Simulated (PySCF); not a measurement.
Gas-phase reaction: 2 CH3SiH2 + 5 C2H6 ⇌ 2 SiH4 + 4 C3H8

Energies from PySCF, thermal terms from the rigid-rotor harmonic-oscillator model, ideal gas at 1 bar. † marks an energy on the PBE0/def2-TZVP geometry and frequencies. MP2 and CCSD(T) freeze the core. Open shells (unrestricted): CH3SiH2 (multiplicity 2); the rest are closed-shell singlets. B3LYP is the form with VWN-RPA correlation. CH3SiH2: computed as isolated molecules; such fragments, hydroxides, amides, oligomers or adducts are transient or little studied in the gas. MP2 isn't extrapolated to the basis-set limit; its ΔH°(298 K) is -235.2 kJ in def2-SVP and -222.9 kJ in def2-TZVPP. CCSD(T) isn't extrapolated to the basis-set limit; its ΔH°(298 K) is -239.8 kJ in def2-SVP and -223.2 kJ in def2-TZVPP. The harmonic model lacks anharmonicity and excited electronic states, which grow with temperature; levels with a mode under 35 cm⁻¹ are left out. Internal rotation in CH3SiH2, C2H6, C3H8 is treated as a harmonic vibration of one conformer, which makes the entropy rough.

```tsv
level	ΔE electronic, kJ	ΔH°(298 K), kJ	ΔS°(298 K), J/K	ΔG°(1200 K), kJ
B3LYP/def2-TZVP†	-185	-192	-191	35
BLYP/def2-TZVP†	-171	-177	-191	49
CCSD(T)/def2-TZVPP†	-217	-223	-191	3
HF/def2-TZVP†	-141	-148	-191	79
MP2/def2-SVP†	-229	-235	-191	-9
MP2/def2-TZVPP†	-216	-223	-191	4
PBE/def2-TZVP†	-179	-186	-191	41
PBE0/def2-SVP†	-206	-212	-191	14
r2SCAN/def2-TZVP†	-178	-185	-191	42
LDA/def2-TZVP†	-246	-252	-191	-25
```
ΔH° is lowest at LDA/def2-TZVP† and highest at HF/def2-TZVP†. No reference value is set beside these.
